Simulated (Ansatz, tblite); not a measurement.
Lattice parameter a of fluorite CdF2: levels of theory against measurement

Reference value: 5.388 Å (measured, temperature not stated, copied from a table, unchecked, no zero-point or thermal correction; as tabulated in Crystal Structures 1, 239 (1963)).

| level (code) | value (Å) | difference (%) |
|---|---|---|
| GFN1-xTB (tblite) | 5.640 | +4.68 |
| PBE (Ansatz) | 5.481 | +1.73 |
| r²SCAN (Ansatz) | 5.388 | 0.00 |
| B3LYP (VWN-RPA form) (Ansatz) | 5.460 | +1.34 |
| Hartree–Fock (Ansatz) | 5.453 | +1.21 |

The reference's temperature isn't stated, so close values are not ranked against it. Off by more than 2.50 %, or 3.50 % on the side where a correction would as a rule narrow the miss (bounds picked here): GFN1-xTB (+4.68 %).

The measured value isn't corrected to a static lattice, so vibrations enter the comparison. A static lattice is as a rule a little smaller than the measured one.  GFN1-xTB: the method was fitted mainly to molecules. GFN1-xTB: the gap of the solid is closed in this run. GFN1-xTB: the run uses a supercell at the zone centre in place of a k mesh. Cutoffs and k meshes differ between the levels. Ansatz's density-functional and Hartree–Fock values are scalar-relativistic unless marked +SOC, with PAW data made under PBE.

Differences are worked out from the printed values.

Ansatz is a program for electronic structure.
